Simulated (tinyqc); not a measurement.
UHF in the sto-6g basis, for H2O, spin multiplicity 1, step by step. One step of it, computed by the program tinyqc.

Task: Iteration 1: diagonalisation and new density. A level shift of 1 hartree raises the virtual space: F + shift (S - S D(s) S), with D(s) the density of one spin. Diagonalise F' = X^T F X, C = X C', fill 5 alpha and 5 beta electrons from the bottom; D(s) = C_occ C_occ^T. Each column has its largest component positive (the first on a tie).

F(alpha) (hartree), order 1O 1s, 1O 2s, 1O 2px, 1O 2py, 1O 2pz, 2H 1s, 3H 1s:
$$\begin{pmatrix}
-19.109477 & -4.690787 & 0.000932 & 0.000048 & -0.008964 & -0.754212 & -0.676687 \\
-4.690787 & -1.677817 & -0.003397 & -0.003055 & -0.137620 & -0.526379 & -0.487084 \\
0.000932 & -0.003397 & 0.327135 & -0.003598 & -0.003034 & -0.070051 & -0.016142 \\
0.000048 & -0.003055 & -0.003598 & 0.186406 & -0.002692 & -0.173367 & 0.168124 \\
-0.008964 & -0.137620 & -0.003034 & -0.002692 & 0.256711 & -0.140830 & -0.134982 \\
-0.754212 & -0.526379 & -0.070051 & -0.173367 & -0.140830 & -0.102328 & -0.132700 \\
-0.676687 & -0.487084 & -0.016142 & 0.168124 & -0.134982 & -0.132700 & -0.102289
\end{pmatrix}$$

F(beta) (hartree), order 1O 1s, 1O 2s, 1O 2px, 1O 2py, 1O 2pz, 2H 1s, 3H 1s:
$$\begin{pmatrix}
-19.109477 & -4.690787 & -0.000932 & 0.000048 & -0.008964 & -0.754212 & -0.676687 \\
-4.690787 & -1.677817 & 0.003397 & -0.003055 & -0.137620 & -0.526379 & -0.487084 \\
-0.000932 & 0.003397 & 0.327135 & 0.003598 & 0.003034 & 0.070051 & 0.016142 \\
0.000048 & -0.003055 & 0.003598 & 0.186406 & -0.002692 & -0.173367 & 0.168124 \\
-0.008964 & -0.137620 & 0.003034 & -0.002692 & 0.256711 & -0.140830 & -0.134982 \\
-0.754212 & -0.526379 & 0.070051 & -0.173367 & -0.140830 & -0.102328 & -0.132700 \\
-0.676687 & -0.487084 & 0.016142 & 0.168124 & -0.134982 & -0.132700 & -0.102289
\end{pmatrix}$$

X, order 1O 1s, 1O 2s, 1O 2px, 1O 2py, 1O 2pz, 2H 1s, 3H 1s:
$$\begin{pmatrix}
1.022187 & -0.130960 & 0.000000 & -0.000550 & -0.005247 & 0.017089 & 0.015986 \\
-0.130960 & 1.134482 & 0.000000 & 0.006994 & 0.052700 & -0.213158 & -0.191841 \\
0.000000 & 0.000000 & 1.000000 & 0.000000 & 0.000000 & 0.000000 & 0.000000 \\
-0.000550 & 0.006994 & 0.000000 & 1.069571 & 0.002912 & -0.173199 & 0.160849 \\
-0.005247 & 0.052700 & 0.000000 & 0.002912 & 1.024446 & -0.098448 & -0.090135 \\
0.017089 & -0.213158 & 0.000000 & -0.173199 & -0.098448 & 1.114165 & -0.042523 \\
0.015986 & -0.191841 & 0.000000 & 0.160849 & -0.090135 & -0.042523 & 1.097672
\end{pmatrix}$$

D(alpha) at the start, order 1O 1s, 1O 2s, 1O 2px, 1O 2py, 1O 2pz, 2H 1s, 3H 1s:
$$\begin{pmatrix}
1.061179 & -0.274280 & 0.006317 & -0.001872 & -0.014633 & 0.034980 & 0.030835 \\
-0.274280 & 1.226938 & -0.068461 & 0.013215 & 0.087060 & -0.159204 & -0.132922 \\
0.006317 & -0.068461 & 0.960530 & -0.032132 & -0.027600 & 0.215354 & 0.036017 \\
-0.001872 & 0.013215 & -0.032132 & 1.122530 & 0.005880 & -0.154132 & 0.134889 \\
-0.014633 & 0.087060 & -0.027600 & 0.005880 & 1.043527 & -0.089604 & -0.077760 \\
0.034980 & -0.159204 & 0.215354 & -0.154132 & -0.089604 & 0.089255 & 0.010385 \\
0.030835 & -0.132922 & 0.036017 & 0.134889 & -0.077760 & 0.010385 & 0.036540
\end{pmatrix}$$

D(beta) at the start, order 1O 1s, 1O 2s, 1O 2px, 1O 2py, 1O 2pz, 2H 1s, 3H 1s:
$$\begin{pmatrix}
1.061179 & -0.274280 & -0.006317 & -0.001872 & -0.014633 & 0.034980 & 0.030835 \\
-0.274280 & 1.226938 & 0.068461 & 0.013215 & 0.087060 & -0.159204 & -0.132922 \\
-0.006317 & 0.068461 & 0.960530 & 0.032132 & 0.027600 & -0.215354 & -0.036017 \\
-0.001872 & 0.013215 & 0.032132 & 1.122530 & 0.005880 & -0.154132 & 0.134889 \\
-0.014633 & 0.087060 & 0.027600 & 0.005880 & 1.043527 & -0.089604 & -0.077760 \\
0.034980 & -0.159204 & -0.215354 & -0.154132 & -0.089604 & 0.089255 & 0.010385 \\
0.030835 & -0.132922 & -0.036017 & 0.134889 & -0.077760 & 0.010385 & 0.036540
\end{pmatrix}$$

overlap S, order 1O 1s, 1O 2s, 1O 2px, 1O 2py, 1O 2pz, 2H 1s, 3H 1s:
$$\begin{pmatrix}
1.000000 & 0.231145 & 0.000000 & 0.000000 & 0.000000 & 0.036821 & 0.033014 \\
0.231145 & 1.000000 & 0.000000 & 0.000000 & 0.000000 & 0.368471 & 0.342630 \\
0.000000 & 0.000000 & 1.000000 & 0.000000 & 0.000000 & 0.000000 & 0.000000 \\
0.000000 & 0.000000 & 0.000000 & 1.000000 & 0.000000 & 0.277011 & -0.261743 \\
0.000000 & 0.000000 & 0.000000 & 0.000000 & 1.000000 & 0.173348 & 0.163785 \\
0.036821 & 0.368471 & 0.000000 & 0.277011 & 0.173348 & 1.000000 & 0.126962 \\
0.033014 & 0.342630 & 0.000000 & -0.261743 & 0.163785 & 0.126962 & 1.000000
\end{pmatrix}$$

Give: F' = X^T F X; orbital energies; coefficients C; F' = X^T F X; orbital energies; coefficients C; D(alpha) after iteration 1; D(beta) after iteration 1.

Result:

F' = X^T F X (alpha) (hartree):
$$\begin{pmatrix}
-18.7840 & -2.4564 & -0.0001 & -0.0010 & -0.0133 & -0.1038 & -0.0846 \\
-2.4564 & -0.7205 & 0.0319 & 0.0082 & -0.0458 & -0.3732 & -0.3377 \\
-0.0001 & 0.0319 & 0.3666 & 0.0104 & 0.0095 & -0.2658 & -0.0517 \\
-0.0010 & 0.0082 & 0.0104 & 0.3387 & 0.0029 & -0.2962 & 0.2781 \\
-0.0133 & -0.0458 & 0.0095 & 0.0029 & 0.3106 & -0.1809 & -0.1671 \\
-0.1038 & -0.3732 & -0.2658 & -0.2962 & -0.1809 & 1.1070 & -0.0614 \\
-0.0846 & -0.3377 & -0.0517 & 0.2781 & -0.1671 & -0.0614 & 1.1070
\end{pmatrix}$$

orbital energies (alpha) (hartree): MO1 -19.1141, MO2 -0.5554, MO3 0.1547, MO4 0.2546, MO5 0.3342, MO6 1.2725, MO7 1.3788

coefficients C (alpha), order 1O 1s, 1O 2s, 1O 2px, 1O 2py, 1O 2pz, 2H 1s, 3H 1s:
$$\begin{pmatrix}
0.9960 & -0.2462 & 0.0187 & 0.0540 & 0.0011 & 0.0714 & 0.0410 \\
0.0179 & 0.9920 & -0.0997 & -0.2658 & -0.0363 & -0.4884 & -0.2905 \\
-0.0001 & 0.0444 & 0.3347 & 0.4154 & 0.8041 & -0.1314 & -0.2227 \\
0.0001 & 0.0032 & 0.8108 & -0.2921 & -0.2870 & 0.2958 & -0.5360 \\
0.0016 & 0.1465 & 0.0949 & 0.7796 & -0.5502 & -0.3134 & -0.1757 \\
-0.0033 & 0.0341 & 0.2420 & 0.1487 & 0.1617 & 0.2723 & 1.0707 \\
-0.0030 & 0.0236 & -0.1072 & 0.1412 & 0.0495 & 1.0617 & -0.3408
\end{pmatrix}$$

F' = X^T F X (beta) (hartree):
$$\begin{pmatrix}
-18.7840 & -2.4564 & 0.0001 & -0.0010 & -0.0133 & -0.1038 & -0.0846 \\
-2.4564 & -0.7205 & -0.0319 & 0.0082 & -0.0458 & -0.3732 & -0.3377 \\
0.0001 & -0.0319 & 0.3666 & -0.0104 & -0.0095 & 0.2658 & 0.0517 \\
-0.0010 & 0.0082 & -0.0104 & 0.3387 & 0.0029 & -0.2962 & 0.2781 \\
-0.0133 & -0.0458 & -0.0095 & 0.0029 & 0.3106 & -0.1809 & -0.1671 \\
-0.1038 & -0.3732 & 0.2658 & -0.2962 & -0.1809 & 1.1070 & -0.0614 \\
-0.0846 & -0.3377 & 0.0517 & 0.2781 & -0.1671 & -0.0614 & 1.1070
\end{pmatrix}$$

orbital energies (beta) (hartree): MO1 -19.1141, MO2 -0.5554, MO3 0.1547, MO4 0.2546, MO5 0.3342, MO6 1.2725, MO7 1.3788

coefficients C (beta), order 1O 1s, 1O 2s, 1O 2px, 1O 2py, 1O 2pz, 2H 1s, 3H 1s:
$$\begin{pmatrix}
0.9960 & -0.2462 & 0.0187 & 0.0540 & -0.0011 & 0.0714 & 0.0410 \\
0.0179 & 0.9920 & -0.0997 & -0.2658 & 0.0363 & -0.4884 & -0.2905 \\
0.0001 & -0.0444 & -0.3347 & -0.4154 & 0.8041 & 0.1314 & 0.2227 \\
0.0001 & 0.0032 & 0.8108 & -0.2921 & 0.2870 & 0.2958 & -0.5360 \\
0.0016 & 0.1465 & 0.0949 & 0.7796 & 0.5502 & -0.3134 & -0.1757 \\
-0.0033 & 0.0341 & 0.2420 & 0.1487 & -0.1617 & 0.2723 & 1.0707 \\
-0.0030 & 0.0236 & -0.1072 & 0.1412 & -0.0495 & 1.0617 & -0.3408
\end{pmatrix}$$

D(alpha) after iteration 1, order 1O 1s, 1O 2s, 1O 2px, 1O 2py, 1O 2pz, 2H 1s, 3H 1s:
$$\begin{pmatrix}
1.0558 & -0.2427 & 0.0185 & -0.0016 & 0.0088 & 0.0010 & -0.0031 \\
-0.2427 & 1.0663 & -0.1289 & 0.0104 & -0.0514 & -0.0357 & -0.0053 \\
0.0185 & -0.1289 & 0.9331 & -0.0805 & -0.0803 & 0.2743 & 0.0636 \\
-0.0016 & 0.0104 & -0.0805 & 0.8251 & 0.0076 & 0.1066 & -0.1423 \\
0.0088 & -0.0514 & -0.0803 & 0.0076 & 0.9410 & 0.0549 & 0.0761 \\
0.0010 & -0.0357 & 0.2743 & 0.1066 & 0.0549 & 0.1080 & 0.0038 \\
-0.0031 & -0.0053 & 0.0636 & -0.1423 & 0.0761 & 0.0038 & 0.0344
\end{pmatrix}$$

D(beta) after iteration 1, order 1O 1s, 1O 2s, 1O 2px, 1O 2py, 1O 2pz, 2H 1s, 3H 1s:
$$\begin{pmatrix}
1.0558 & -0.2427 & -0.0185 & -0.0016 & 0.0088 & 0.0010 & -0.0031 \\
-0.2427 & 1.0663 & 0.1289 & 0.0104 & -0.0514 & -0.0357 & -0.0053 \\
-0.0185 & 0.1289 & 0.9331 & 0.0805 & 0.0803 & -0.2743 & -0.0636 \\
-0.0016 & 0.0104 & 0.0805 & 0.8251 & 0.0076 & 0.1066 & -0.1423 \\
0.0088 & -0.0514 & 0.0803 & 0.0076 & 0.9410 & 0.0549 & 0.0761 \\
0.0010 & -0.0357 & -0.2743 & 0.1066 & 0.0549 & 0.1080 & 0.0038 \\
-0.0031 & -0.0053 & -0.0636 & -0.1423 & 0.0761 & 0.0038 & 0.0344
\end{pmatrix}$$
